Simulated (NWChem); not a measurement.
All runs are NWChem calculations. System: carbon tetrachloride (CCl$_{4}$), charge 0, spin multiplicity 1, at a geometry optimised with B3LYP/def2-SVP. Level: RHF/def2-TZVP.

Job file:

```
start mol
memory heap 200 mb stack 900 mb global 1100 mb
geometry units angstroms nocenter noautoz
  Cl     1.459501     0.000000     1.032002
  C      0.000000     0.000000    -0.000025
  Cl    -1.459501     0.000000     1.032002
  Cl     0.000000     1.459486    -1.031998
  Cl     0.000000    -1.459486    -1.031998
  symmetry group C2v
end
basis spherical
  * library def2-tzvp
end
scf
  rhf
  nopen 0
  maxiter 100
  thresh 1e-7
  semidirect memsize 60000000 filesize 0
end
task scf energy
```

Output (cleaned and shortened):

```
             Northwest Computational Chemistry Package (NWChem) 7.3.0
             --------------------------------------------------------

                                NWChem Input Module
                                -------------------

 Scaling coordinates for geometry "geometry" by  1.889725989
 (inverse scale =  0.529177249)

 Turning off AUTOSYM since
 SYMMETRY directive was detected!

                             Geometry "geometry" -> ""
                             -------------------------

 Output coordinates in angstroms (scale by  1.889725989 to convert to a.u.)

  No.       Tag          Charge          X              Y              Z
 ---- ---------------- ---------- -------------- -------------- --------------
    1 Cl                  17.0000     1.45950100     0.00000000     1.03200200
    2 C                    6.0000     0.00000000     0.00000000    -0.00002500
    3 Cl                  17.0000    -1.45950100     0.00000000     1.03200200
    4 Cl                  17.0000     0.00000000     1.45948600    -1.03199800
    5 Cl                  17.0000     0.00000000    -1.45948600    -1.03199800

 Effective nuclear repulsion energy (a.u.)     435.1409946123

            Nuclear Dipole moment (a.u.)
            ----------------------------
        X                 Y               Z
 ---------------- ---------------- ----------------
     0.0000000000     0.0000000000    -0.0000264562

      Symmetry information
      --------------------

 Group name             C2v
 Group number             16
 Group order               4
 No. of unique centers     3

      Symmetry unique atoms

     1    2    4


 Summary of "ao basis" -> "" (spherical)
 ------------------------------------------------------------------------------
       Tag                 Description            Shells   Functions and Types
 ---------------- ------------------------------  ------  ---------------------
 *                         def2-tzvp                  on all atoms

 Summary of "ao basis" -> "ao basis" (spherical)
 ------------------------------------------------------------------------------
       Tag                 Description            Shells   Functions and Types
 ---------------- ------------------------------  ------  ---------------------
 Cl                        def2-tzvp                13       37   5s5p2d1f
 C                         def2-tzvp                11       31   5s3p2d1f

                                 NWChem SCF Module
                                 -----------------

  ao basis        = "ao basis"
  functions       =   179
  atoms           =     5
  closed shells   =    37
  open shells     =     0
  charge          =   0.00
  wavefunction    = RHF
  use symmetry    = T
  symmetry adapt  = T

 Summary of "ao basis" -> "ao basis" (spherical)
 ------------------------------------------------------------------------------
       Tag                 Description            Shells   Functions and Types
 ---------------- ------------------------------  ------  ---------------------
 Cl                        def2-tzvp                13       37   5s5p2d1f
 C                         def2-tzvp                11       31   5s3p2d1f

      Symmetry analysis of basis
      --------------------------

        a1         64
        a2         27
        b1         44
        b2         44

 Forming initial guess at       0.1s

      Superposition of Atomic Density Guess
      -------------------------------------

 Sum of atomic energies:       -1875.58208262
[...]
             -----------------

              1
    1 -104.8749
    2 -104.8749
    3 -104.8749
    4 -104.8749
    5  -11.5010
    6  -10.6026
    7  -10.6026
    8  -10.6026
    9  -10.6025
   10   -8.0693
   11   -8.0693
   12   -8.0693
   13   -8.0693
   14   -8.0675
   15   -8.0675
   16   -8.0675
   17   -8.0675
   18   -8.0675
   19   -8.0675
   20   -8.0675
   21   -8.0675
   22   -1.2714
   23   -1.1244
   24   -1.1244
   25   -1.1244
   26   -0.8337
   27   -0.6524
   28   -0.6524
   29   -0.6524
   30   -0.5293
   31   -0.5293
   32   -0.4875
   33   -0.4875
   34   -0.4875
   35   -0.4611
   36   -0.4611
   37   -0.4611
   38    0.0903
   39    0.1523
   40    0.1523
   41    0.1523
   42    0.2399
   43    0.3419
   44    0.3419
   45    0.3419
   46    0.4050
   47    0.4050

                       ROHF Final Molecular Orbital Analysis
                       -------------------------------------

 Vector   35  Occ=2.000000D+00  E=-4.611486D-01  Symmetry=b2
              MO Center=  9.6D-12,  1.4D-15, -5.1D-01, r^2= 4.2D+00
   Bfn.  Coefficient  Atom+Function         Bfn.  Coefficient  Atom+Function
  ----- ------------  ---------------      ----- ------------  ---------------
   122      0.296720  4 Cl pz               159     -0.296720  5 Cl pz
    16     -0.209844  1 Cl py                84     -0.209844  3 Cl py
   121      0.209790  4 Cl py               158      0.209790  5 Cl py
   125      0.193819  4 Cl pz               162     -0.193819  5 Cl pz

 Vector   36  Occ=2.000000D+00  E=-4.611469D-01  Symmetry=a2
              MO Center= -6.6D-13, -2.5D-15,  8.2D-05, r^2= 4.4D+00
   Bfn.  Coefficient  Atom+Function         Bfn.  Coefficient  Atom+Function
  ----- ------------  ---------------      ----- ------------  ---------------
    16      0.296733  1 Cl py                84     -0.296733  3 Cl py
   120     -0.296713  4 Cl px               157      0.296713  5 Cl px
    19      0.193830  1 Cl py                87     -0.193830  3 Cl py
   123     -0.193815  4 Cl px               160      0.193815  5 Cl px

 Vector   37  Occ=2.000000D+00  E=-4.611466D-01  Symmetry=b1
              MO Center=  4.3D-13, -1.8D-11,  5.1D-01, r^2= 4.2D+00
   Bfn.  Coefficient  Atom+Function         Bfn.  Coefficient  Atom+Function
  ----- ------------  ---------------      ----- ------------  ---------------
    17      0.296727  1 Cl pz                85     -0.296727  3 Cl pz
    15     -0.209815  1 Cl px                83     -0.209815  3 Cl px
   120      0.209807  4 Cl px               157      0.209807  5 Cl px
    20      0.193825  1 Cl pz                88     -0.193825  3 Cl pz

 Vector   38  Occ=0.000000D+00  E= 9.033150D-02  Symmetry=a1
              MO Center= -1.9D-14,  4.9D-15,  1.2D-04, r^2= 4.8D+00
   Bfn.  Coefficient  Atom+Function         Bfn.  Coefficient  Atom+Function
  ----- ------------  ---------------      ----- ------------  ---------------
    41      1.192698  2 C  s                 18      0.324054  1 Cl px
    86     -0.324054  3 Cl px               124      0.323991  4 Cl py
   161     -0.323991  5 Cl py                42      0.320731  2 C  s
     5     -0.237619  1 Cl s                 73     -0.237619  3 Cl s
   110     -0.237569  4 Cl s                147     -0.237569  5 Cl s

 Vector   39  Occ=0.000000D+00  E= 1.523327D-01  Symmetry=b1
              MO Center= -1.3D-09,  1.9D-14,  5.9D-01, r^2= 4.4D+00
   Bfn.  Coefficient  Atom+Function         Bfn.  Coefficient  Atom+Function
  ----- ------------  ---------------      ----- ------------  ---------------
    49      1.034899  2 C  px                 5     -0.737311  1 Cl s
    73      0.737311  3 Cl s                 20      0.521195  1 Cl pz
    88     -0.521195  3 Cl pz                46      0.503971  2 C  px
    18      0.442339  1 Cl px                86      0.442339  3 Cl px
    43      0.326247  2 C  px               123     -0.294764  4 Cl px

 Vector   40  Occ=0.000000D+00  E= 1.523380D-01  Symmetry=a1
              MO Center=  1.7D-10,  7.9D-11, -1.7D-04, r^2= 4.8D+00
   Bfn.  Coefficient  Atom+Function         Bfn.  Coefficient  Atom+Function
  ----- ------------  ---------------      ----- ------------  ---------------
    51      1.034924  2 C  pz                 5     -0.521344  1 Cl s
    18      0.521172  1 Cl px                73     -0.521344  3 Cl s
    86     -0.521172  3 Cl px               110      0.521428  4 Cl s
   124     -0.521266  4 Cl py               147      0.521428  5 Cl s
   161      0.521266  5 Cl py                48      0.503982  2 C  pz

 center of mass
 --------------
 x =   0.00000000 y =   0.00000000 z =  -0.00000025

 moments of inertia (a.u.)
 ------------------
        1063.980434016805           0.000000000000           0.000000000000
           0.000000000000        1063.991369360497           0.000000000000
           0.000000000000           0.000000000000        1064.004202638705

  Mulliken analysis of the total density
  --------------------------------------

    Atom       Charge   Shell Charges
 -----------   ------   -------------------------------------------------------
    1 Cl  17    17.04   2.01  0.45  1.52  1.10  0.84  4.18  1.69  1.07  2.80  1.32  0.02  0.04  0.01
    2 C    6     5.83   0.85  1.12  0.48  0.79 -0.11  1.00  1.38 -0.00  0.03  0.27  0.02
    3 Cl  17    17.04   2.01  0.45  1.52  1.10  0.84  4.18  1.69  1.07  2.80  1.32  0.02  0.04  0.01
    4 Cl  17    17.04   2.01  0.45  1.52  1.10  0.84  4.18  1.69  1.07  2.80  1.32  0.02  0.04  0.01
    5 Cl  17    17.04   2.01  0.45  1.52  1.10  0.84  4.18  1.69  1.07  2.80  1.32  0.02  0.04  0.01

       Multipole analysis of the density wrt the origin
       ------------------------------------------------

     L   x y z        total         open         nuclear
     -   - - -        -----         ----         -------
     0   0 0 0      0.000000      0.000000     74.000000

     1   1 0 0     -0.000000      0.000000      0.000000
     1   0 1 0     -0.000000      0.000000      0.000000
     1   0 0 1     -0.000081      0.000000     -0.000026

     2   2 0 0    -41.065953      0.000000    258.633861
     2   1 1 0     -0.000000      0.000000      0.000000
     2   1 0 1     -0.000000      0.000000      0.000000
     2   0 2 0    -41.065559      0.000000    258.628544
     2   0 1 1     -0.000000      0.000000      0.000000
     2   0 0 2    -41.065850      0.000000    258.622305

 Task  times  cpu:        6.4s     wall:        6.4s

 Total times  cpu:        6.4s     wall:        6.4s
```
